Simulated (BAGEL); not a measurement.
# One shape, several levels: CH4O2 (methanediol)

Wanted: a comparison of 4 runs (B3LYP/6-31G*, B3LYP/def2-TZVP, PBE0/def2-TZVP, RI-MP2/def2-TZVP) of CH4O2 (methanediol). 

The results are computed with BAGEL 1.2.2.

### 1 The system as given

CH4O2 has 7 atoms, charge 0, and is taken as a singlet. As SMILES, `OCO`. The shape is that of a PBE0-D4/def2-TZVP optimisation. This is a higher conformer, about 15 kJ/mol above the lowest found by a separate search.

Bond lengths: O1–C2 1.397 Å, C2–O3 1.397 Å, O1–H4 0.960 Å, C2–H5 1.100 Å, C2–H6 1.090 Å, O3–H7 0.960 Å. Angles: O1–C2–O3 114.1°, O1–C2–H5 110.6°, O1–C2–H6 106.0°, O3–C2–H5 110.6°, O3–C2–H6 106.0°, C2–O1–H4 109.5°, C2–O3–H7 109.5°, H5–C2–H6 109.4°.

### 2 The energy at B3LYP/6-31G(d) (density fitting with cc-pvqz-jkfit, spherical functions) (run 1)

The input, input.json:

```json
{ "bagel": [

{
  "title": "molecule",
  "basis": "6-31gs.json",
  "df_basis": "cc-pvqz-jkfit",
  "angstrom": true,
  "geometry": [
    { "atom": "O", "xyz": [      -1.179670,      -0.442480,      -0.114040 ] },
    { "atom": "C", "xyz": [      -0.056830,       0.262760,       0.326010 ] },
    { "atom": "O", "xyz": [       1.123360,      -0.484850,       0.321120 ] },
    { "atom": "H", "xyz": [      -1.170080,      -0.494150,      -1.073060 ] },
    { "atom": "H", "xyz": [       0.069750,       1.188620,      -0.253590 ] },
    { "atom": "H", "xyz": [      -0.249370,       0.512030,       1.369080 ] },
    { "atom": "H", "xyz": [       1.462850,      -0.541920,      -0.575520 ] }
  ]
},

{
  "title": "ks",
  "xc_func": "b3lyp"
},

{
  "title": "print",
  "file": "orbitals.molden",
  "orbitals": true
}

]}
```

The basis set 6-31G* is read from a file made from the Basis Set Exchange's data (not shown).

On the command line:

```
$ BAGEL_NUM_THREADS=1 BAGEL input.json > input.out
```

The program printed:

```text
* using 1 threads per process

  ===============================================================
  ===============================================================

  *** Geometry ***

  { "atom" : "O", "xyz" : [     -2.229253,     -0.836166,     -0.215504 ] },
  { "atom" : "C", "xyz" : [     -0.107393,      0.496544,      0.616070 ] },
  { "atom" : "O", "xyz" : [      2.122843,     -0.916234,      0.606829 ] },
  { "atom" : "H", "xyz" : [     -2.211131,     -0.933808,     -2.027790 ] },
  { "atom" : "H", "xyz" : [      0.131808,      2.246166,     -0.479216 ] },
  { "atom" : "H", "xyz" : [     -0.471241,      0.967596,      2.587186 ] },
  { "atom" : "H", "xyz" : [      2.764386,     -1.024080,     -1.087575 ] },

  Number of auxiliary basis functions:      522

  Since a DF basis is specified, we compute 2- and 3-index integrals:
    o Being stored without compression. Storage requirement is 0.010 GB

  Number of basis functions:       50
  Number of electrons      :       26

    * METHOD: MOLECULE                             0.23

  *** Kohn-Sham DFT ***

    * Removing 12183 points whose weight is below 1.00e-10
    * Grid points: 92159

  === Nuclear Repulsion ===
    81.5529049670

       - DIIS with orbital gradients will be used.

  === KS iteration (b3lyp / 6-31gs.json) ===
      0       -172.29140946          0.16782419           0.72
      1       -166.29495327          0.19744627           0.46
      2       -176.88570228          0.20226296           0.42
      3       -189.90552991          0.07081186           0.64
      4       -190.49681597          0.05054198           0.62
      5       -190.76355959          0.03078436           0.68
      6       -190.90607149          0.01101316           0.64
      7       -190.92645239          0.00178427           0.54
      8       -190.92704303          0.00023323           0.55
      9       -190.92705121          0.00005064           0.39
     10       -190.92705158          0.00002605           0.64
     11       -190.92705169          0.00000681           0.70
     12       -190.92705169          0.00000146           0.71
     13       -190.92705169          0.00000036           0.68
     14       -190.92705169          0.00000009           0.61
     15       -190.92705169          0.00000002           0.61
     16       -190.92705169          0.00000001           0.33
    * SCF iteration converged.

    * Permanent dipole moment:
           (   -0.198225,    -0.437692,     1.004815) a.u.

    * METHOD: KS                                  10.49

    * METHOD: PRINT                                0.01

  ===============================================================
```

Wall time 11 s (1 thread of AMD EPYC 7R43 (Zen 3), shared host); peak memory 0.24 GiB.

### 3 The energy at B3LYP/def2-TZVP (density fitting with cc-pvqz-jkfit) (run 2)

The input, input.json:

```json
{ "bagel": [

{
  "title": "molecule",
  "basis": "def2-tzvp.json",
  "df_basis": "cc-pvqz-jkfit",
  "angstrom": true,
  "geometry": [
    { "atom": "O", "xyz": [   -1.179670,   -0.442480,   -0.114040 ] },
    { "atom": "C", "xyz": [   -0.056830,    0.262760,    0.326010 ] },
    { "atom": "O", "xyz": [    1.123360,   -0.484850,    0.321120 ] },
    { "atom": "H", "xyz": [   -1.170080,   -0.494150,   -1.073060 ] },
    { "atom": "H", "xyz": [    0.069750,    1.188620,   -0.253590 ] },
    { "atom": "H", "xyz": [   -0.249370,    0.512030,    1.369080 ] },
    { "atom": "H", "xyz": [    1.462850,   -0.541920,   -0.575520 ] }
  ]
},
{ "title": "ks", "xc_func": "b3lyp" },
{ "title": "print", "file": "orbitals.molden", "orbitals": true }

]}
```

The basis set def2-TZVP is read from a file made from the Basis Set Exchange's data (not shown).

On the command line:

```
$ BAGEL_NUM_THREADS=1 BAGEL input.json > input.out
```

The program printed:

```text
* using 1 threads per process

  ===============================================================
  ===============================================================

  *** Geometry ***

  { "atom" : "O", "xyz" : [     -2.229253,     -0.836166,     -0.215504 ] },
  { "atom" : "C", "xyz" : [     -0.107393,      0.496544,      0.616070 ] },
  { "atom" : "O", "xyz" : [      2.122843,     -0.916234,      0.606829 ] },
  { "atom" : "H", "xyz" : [     -2.211131,     -0.933808,     -2.027790 ] },
  { "atom" : "H", "xyz" : [      0.131808,      2.246166,     -0.479216 ] },
  { "atom" : "H", "xyz" : [     -0.471241,      0.967596,      2.587186 ] },
  { "atom" : "H", "xyz" : [      2.764386,     -1.024080,     -1.087575 ] },

  Number of auxiliary basis functions:      522

  Since a DF basis is specified, we compute 2- and 3-index integrals:
    o Being stored without compression. Storage requirement is 0.057 GB

  Number of basis functions:      117
  Number of electrons      :       26

    * METHOD: MOLECULE                             0.37

  *** Kohn-Sham DFT ***

    * Removing 12183 points whose weight is below 1.00e-10
    * Grid points: 92159

  === Nuclear Repulsion ===
    81.5529049670

       - DIIS with orbital gradients will be used.

  === KS iteration (b3lyp / def2-tzvp.json) ===
      0       -159.87351391          0.17255119           1.12
      1       -156.84737840          0.15421922           1.25
      2       -170.21447238          0.15896846           1.47
      3       -189.80455227          0.04927399           1.19
      4       -190.25881476          0.04404458           0.91
      5       -190.66022126          0.03068754           1.26
      6       -190.97198469          0.01255453           1.21
      7       -191.03208715          0.00189823           1.08
      8       -191.03326099          0.00026835           0.94
      9       -191.03327911          0.00009671           0.97
     10       -191.03328178          0.00003241           1.06
     11       -191.03328205          0.00001672           1.19
     12       -191.03328215          0.00000173           1.06
     13       -191.03328215          0.00000030           0.90
     14       -191.03328215          0.00000020           0.77
     15       -191.03328215          0.00000003           1.17
     16       -191.03328215          0.00000001           1.12
    * SCF iteration converged.

    * Permanent dipole moment:
           (   -0.194352,    -0.464484,     0.981746) a.u.

    * METHOD: KS                                  20.31

    * METHOD: PRINT                                0.06

  ===============================================================
```

Wall time 22 s (1 thread of AMD EPYC 7R43 (Zen 3), shared host); peak memory 0.5 GiB.

### 4 The energy at PBE0/def2-TZVP (density fitting with cc-pvqz-jkfit) (run 3)

The input, dft.json:

```json
{ "bagel" : [

{
  "title" : "molecule",
  "basis" : "def2-tzvp.json",
  "df_basis" : "cc-pvqz-jkfit",
  "angstrom" : true,
  "geometry" : [
    { "atom" : "O", "xyz" : [      -1.179670,      -0.442480,      -0.114040 ] },
    { "atom" : "C", "xyz" : [      -0.056830,       0.262760,       0.326010 ] },
    { "atom" : "O", "xyz" : [       1.123360,      -0.484850,       0.321120 ] },
    { "atom" : "H", "xyz" : [      -1.170080,      -0.494150,      -1.073060 ] },
    { "atom" : "H", "xyz" : [       0.069750,       1.188620,      -0.253590 ] },
    { "atom" : "H", "xyz" : [      -0.249370,       0.512030,       1.369080 ] },
    { "atom" : "H", "xyz" : [       1.462850,      -0.541920,      -0.575520 ] }
  ]
},

{
  "title" : "ks",
  "xc_func" : "pbe0"
},

{
  "title" : "print",
  "file" : "orbitals.molden",
  "orbitals" : true
}

]}
```

The basis set def2-TZVP is read from a file made from the Basis Set Exchange's data (not shown).

On the command line:

```
$ BAGEL_NUM_THREADS=1 BAGEL dft.json > dft.out
```

The program printed:

```text
* using 1 threads per process

  ===============================================================
  ===============================================================

  *** Geometry ***

  { "atom" : "O", "xyz" : [     -2.229253,     -0.836166,     -0.215504 ] },
  { "atom" : "C", "xyz" : [     -0.107393,      0.496544,      0.616070 ] },
  { "atom" : "O", "xyz" : [      2.122843,     -0.916234,      0.606829 ] },
  { "atom" : "H", "xyz" : [     -2.211131,     -0.933808,     -2.027790 ] },
  { "atom" : "H", "xyz" : [      0.131808,      2.246166,     -0.479216 ] },
  { "atom" : "H", "xyz" : [     -0.471241,      0.967596,      2.587186 ] },
  { "atom" : "H", "xyz" : [      2.764386,     -1.024080,     -1.087575 ] },

  Number of auxiliary basis functions:      522

  Since a DF basis is specified, we compute 2- and 3-index integrals:
    o Being stored without compression. Storage requirement is 0.057 GB

  Number of basis functions:      117
  Number of electrons      :       26

    * METHOD: MOLECULE                             0.39

  *** Kohn-Sham DFT ***

    * Removing 12183 points whose weight is below 1.00e-10
    * Grid points: 92159

  === Nuclear Repulsion ===
    81.5529049670

       - DIIS with orbital gradients will be used.

  === KS iteration (pbe0 / def2-tzvp.json) ===
      0       -159.65092144          0.17207154           0.71
      1       -155.84087175          0.15152223           0.65
      2       -170.31229956          0.15744131           0.56
      3       -189.47867202          0.05205284           0.50
      4       -189.98222816          0.04538487           0.50
      5       -190.38065521          0.03301384           0.47
      6       -190.75973941          0.01244672           0.48
      7       -190.82010605          0.00144013           0.44
      8       -190.82077433          0.00026148           0.44
      9       -190.82079120          0.00008702           0.43
     10       -190.82079354          0.00001265           0.46
     11       -190.82079358          0.00000646           0.48
     12       -190.82079358          0.00000432           0.47
     13       -190.82079359          0.00000030           0.46
     14       -190.82079359          0.00000018           0.46
     15       -190.82079359          0.00000002           0.46
     16       -190.82079359          0.00000001           0.44
    * SCF iteration converged.

    * Permanent dipole moment:
           (   -0.195091,    -0.458588,     0.986227) a.u.

    * METHOD: KS                                  10.03

    * METHOD: PRINT                                0.07

  ===============================================================
```

Run time: 11 s. Hardware: 1 thread of AMD EPYC 7R43 (Zen 3), shared host; peak memory 0.5 GiB.

### 5 The energy at RI-MP2/def2-TZVP (density fitting with cc-pvqz-jkfit) (run 4)

The input, job.json:

```json
{ "bagel" : [

{
  "title" : "molecule",
  "basis" : "def2-tzvp.json",
  "df_basis" : "cc-pvqz-jkfit",
  "angstrom" : "true",
  "geometry" : [
    { "atom" : "O", "xyz" : [      -1.179670,      -0.442480,      -0.114040 ] },
    { "atom" : "C", "xyz" : [      -0.056830,       0.262760,       0.326010 ] },
    { "atom" : "O", "xyz" : [       1.123360,      -0.484850,       0.321120 ] },
    { "atom" : "H", "xyz" : [      -1.170080,      -0.494150,      -1.073060 ] },
    { "atom" : "H", "xyz" : [       0.069750,       1.188620,      -0.253590 ] },
    { "atom" : "H", "xyz" : [      -0.249370,       0.512030,       1.369080 ] },
    { "atom" : "H", "xyz" : [       1.462850,      -0.541920,      -0.575520 ] }
  ]
},

{
  "title" : "hf"
},

{
  "title" : "mp2",
  "ncore" : 3
}

]}
```

The basis set def2-TZVP is read from a file made from the Basis Set Exchange's data (not shown).

On the command line:

```
$ BAGEL_NUM_THREADS=1 BAGEL job.json > job.out
```

The program printed:

```text
* using 1 threads per process

  ===============================================================
  ===============================================================

  *** Geometry ***

  { "atom" : "O", "xyz" : [     -2.229253,     -0.836166,     -0.215504 ] },
  { "atom" : "C", "xyz" : [     -0.107393,      0.496544,      0.616070 ] },
  { "atom" : "O", "xyz" : [      2.122843,     -0.916234,      0.606829 ] },
  { "atom" : "H", "xyz" : [     -2.211131,     -0.933808,     -2.027790 ] },
  { "atom" : "H", "xyz" : [      0.131808,      2.246166,     -0.479216 ] },
  { "atom" : "H", "xyz" : [     -0.471241,      0.967596,      2.587186 ] },
  { "atom" : "H", "xyz" : [      2.764386,     -1.024080,     -1.087575 ] },

  Number of auxiliary basis functions:      522

  Since a DF basis is specified, we compute 2- and 3-index integrals:
    o Being stored without compression. Storage requirement is 0.057 GB

  Number of basis functions:      117
  Number of electrons      :       26

    * METHOD: MOLECULE                             0.40

  *** RHF ***

  === Nuclear Repulsion ===
    81.5529049670

      * DIIS with orbital gradients will be used.

  === RHF iteration (def2-tzvp.json) ===
      0       -189.70508702          0.02586538           0.32
      1       -189.88643015          0.01624997           0.19
      2       -189.98801189          0.00167231           0.19
      3       -189.98969658          0.00036521           0.18
      4       -189.98977126          0.00011866           0.20
      5       -189.98978387          0.00002737           0.15
      6       -189.98978482          0.00000535           0.12
      7       -189.98978485          0.00000135           0.08
      8       -189.98978485          0.00000038           0.07
      9       -189.98978485          0.00000016           0.07
     10       -189.98978485          0.00000005           0.20
     11       -189.98978485          0.00000001           0.18
     12       -189.98978485          0.00000000           0.17
    * SCF iteration converged.

    * Permanent dipole moment:
           (   -0.204654,    -0.524949,     1.030354) a.u.

    * METHOD: HF                                   2.50

  *** RHF ***

  === Nuclear Repulsion ===
    81.5529049670

      * DIIS with orbital gradients will be used.

  === RHF iteration (def2-tzvp.json) ===
      0       -189.98978485          0.00000000           0.21
    * SCF iteration converged.

    * Permanent dipole moment:
           (   -0.204654,    -0.524949,     1.030354) a.u.

  === DF-MP2 calculation ===

    * freezing 3 orbitals
    * 3-index integral transformation done
    * assembly done

      MP2 correlation energy:   -0.6462093263      0.16

      MP2 total energy:       -190.6359941800

    * METHOD: MP2                                  0.63

  ===============================================================
```

It took 4.2 s on 1 thread of AMD EPYC 7R43 (Zen 3), shared host; peak memory 0.14 GiB.

### 6 Overview of the runs

```
run                                                                   level  frozen core orbitals  energy (Eh)  dipole moment (D)  HOMO energy (eV)  LUMO energy (eV)  wall time
  1  B3LYP/6-31G* (density fitting with cc-pvqz-jkfit, spherical functions)                     –  -190.927052               2.83             -7.71              1.54       11 s
  2                    B3LYP/def2-TZVP (density fitting with cc-pvqz-jkfit)                     –  -191.033282               2.80             -8.25              0.16       22 s
  3                     PBE0/def2-TZVP (density fitting with cc-pvqz-jkfit)                     –  -190.820794               2.81             -8.52              0.57       11 s
  4                   RI-MP2/def2-TZVP (density fitting with cc-pvqz-jkfit)                     3  -190.635994                  –                 –                 –      4.2 s
```

### 7 Summary of results

| quantity | value |
| --- | --- |
| run 4: total energy | -190.63599 Eh |
| run 4: correlation energy (3 core orbitals frozen) | -646.2 mEh |

In words: Over runs 1, 2, 3 the dipole moment (its size) runs from 2.80 D (B3LYP/def2-TZVP) to 2.83 D (B3LYP/6-31G*). Over runs 1, 2, 3 the HOMO–LUMO gap runs from 8.41 eV (B3LYP/def2-TZVP) to 9.25 eV (B3LYP/6-31G*). Totals of different functionals can't be ranked against each other. All runs together took 48 s, the longest 22 s.
